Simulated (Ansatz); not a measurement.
# BCCl+ (quartet): the correlation ladder, cc-pVDZ

The task here is to estimate one member of a computed series from the others.

The runs use Ansatz 0.2.0, Gaussian basis; cc-pVDZ, core rule «outside noble gas», up to 7 orbitals frozen.

To be run: UHF; CCSD(T) on ROHF; CCSD(T) on UHF; BCCD(T) on ROHF; CISD; CCSDT(Q) on ROHF; CCSDT(Q) on UHF; CASSCF and MRCISD+Q, 11 electrons in 11 orbitals; CASSCF and NEVPT2, 11 electrons in 11 orbitals.

25 further runs of the same task are left out: 12 that didn't finish, 13 set aside as unsound or not needed.

**The geometry**

The geometry is a PBE0/def2-TZVP stationary point (not a proven minimum) of the parent state, kept for this charge and spin.

3 atoms, charge 1, spin multiplicity 4.

Atoms are counted from 1 here; the program's logs count them from 0.

Bond lengths: C1–B2 1.456 Å, B2–Cl3 1.674 Å. Angles: C1–B2–Cl3 180.0°.

Geometry (Å):

```xyz
3
charge 1, multiplicity 4
C     0.0000    0.0000   -1.5286
B     0.0000    0.0000   -0.0726
Cl    0.0000    0.0000    1.6012
```

Set-up of the first run:

in.yaml reads:

```yaml
crystal:
  periodic: [false, false, false]
  atoms:
    - {symbol: C, position_ang: [0.000000, 0.000000, -1.528560]}
    - {symbol: B, position_ang: [0.000000, 0.000000, -0.072637]}
    - {symbol: Cl, position_ang: [0.000000, 0.000000, 1.601197]}
basis:
  gaussian: {orbitals: cc-pVDZ}
total_charge: 1
magnetization: {spin_polarized: true, initial_magnetization: 3}
hamiltonian: {xc: hf}
output: {orbitals: {seedname: orbitals}}
```

Started as:

```sh
$ ansatz run in.yaml --threads 1 --pin off --events-out ev --progress --plain --max-ram 2393MiB
```

Among the steps run: UHF; CCSD(T) on ROHF; CCSD(T) on UHF; BCCD(T) on ROHF; CISD; CCSDT(Q) on ROHF; CCSDT(Q) on UHF; CASSCF and MRCISD+Q, 11 electrons in 11 orbitals; CASSCF and NEVPT2, 11 electrons in 11 orbitals.

One of the session's tables, all rows but one given; the rest of the session is left out.

| method | from UCCSDT(Q) (meV) |
| --- | --- |
| ROHF | +7699.3 |
| UHF | +7663.6 |
| RMP2 | +1136.2 |
| UMP2 | +1135.0 |
| CISD | +892.5 |
| RCCSD | +312.4 |
| UCCSD | ? |
| RCCSD(T) | +54.0 |
| UCCSD(T) | +53.2 |
| BCCD(T) | +52.2 |
| RCCSDT | +18.2 |
| UCCSDT | +17.5 |
| RCCSDT(Q) | +5.5 |
| UCCSDT(Q) | 0 |
| CASSCF valence | +5434.2 |
| NEVPT2 valence | +1015.4 |
| MRCISD valence | +435.4 |
| MRCISD+Q valence | +66.0 |

**Question.** Estimate the row for UCCSD.

As computed: from UCCSDT(Q) (meV): +311.4. In the column «from UCCSDT(Q) (meV)» it lies between MRCISD+Q valence (+66.0) and RCCSD (+312.4).

Among the levels timed on like hardware and quicker than the yardstick, those that no quicker one beats, quickest first: BCCD(T) (7 s, +52.2 meV).

Caveats from the session: Of the multireference levels listed MRCISD+Q valence comes nearest in total energy (+66.0 meV), which doesn't show that its space is the better one. Restricted and unrestricted rows rest on different reference determinants; where their highest levels disagree by more than a few hundredths of an eV, they describe different states and don't form one ladder.
